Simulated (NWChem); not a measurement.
System meant: Na, doublet

NWChem input:

```
start job
memory heap 200 mb stack 900 mb global 1100 mb
geometry units angstroms noautoz
  Na     0.000000     0.000000     0.000000
end
basis spherical
  * library def2-svp
end
dft
  odft
  mult 2
  xc pbe0
  iterations 4
  mulliken
end
task dft energy
```

End of the output:

```
    Atom       Charge   Shell Charges
 -----------   ------   -------------------------------------------------------
    1 Na  11     1.00   0.00  0.00  0.57  0.42 -0.00  0.00  0.00

     -------------------------------------------
      Total Density - Lowdin Population Analysis
     -------------------------------------------

    Atom       Charge   Shell Charges
 -----------   ------   -------------------------------------------------------
    1 Na  11    11.00   2.00  1.96  0.55  0.49  5.96  0.04  0.00

     ------------------------------------------
      Spin Density - Lowdin Population Analysis
     ------------------------------------------

    Atom       Charge   Shell Charges
 -----------   ------   -------------------------------------------------------
    1 Na  11     1.00   0.00  0.03  0.50  0.48 -0.00  0.00  0.00

   alpha - beta orbital overlaps
   -----------------------------

   alpha      1      2      3      4      5      6      7      8      9     10
    beta      1      2      3      4      5      6      8      7      9     10
 overlap   1.000  1.000  0.828  0.697  0.742  0.999  0.797  0.817  0.972  0.999

   alpha     11     12     13     14     15
    beta     13     11     12     15     14
 overlap   0.843  0.919  0.914  0.888  0.901

     --------------------------
     Expectation value of S2:
     --------------------------
      <S2> =      0.7500 (Exact =     0.7500)

 ------------------------------------------------------------------------
 dft energy failed                                                                                  0
 ------------------------------------------------------------------------
 ------------------------------------------------------------------------
  current input line :
    16: task dft energy
 ------------------------------------------------------------------------
 ------------------------------------------------------------------------
 This type of error is most commonly associated with calculations not reaching convergence criteria
 ------------------------------------------------------------------------
 For more information see the NWChem manual at https://nwchemgit.github.io

0:dft energy failed:Received an Error in Communication
```

Q: Find the fault in this run and fix the input.

A: The run did not converge; its last values are not results. Cause: the SCF was allowed too few iterations. This input runs:
```
start job
memory heap 200 mb stack 900 mb global 1100 mb
geometry units angstroms noautoz
  Na     0.000000     0.000000     0.000000
end
basis spherical
  Na library def2-svp
end
dft
  odft
  mult 2
  xc pbe0
  iterations 150
  mulliken
end
task dft energy
```
It converges to -162.11537 Ha (PBE0/def2-SVP, spin-unrestricted).
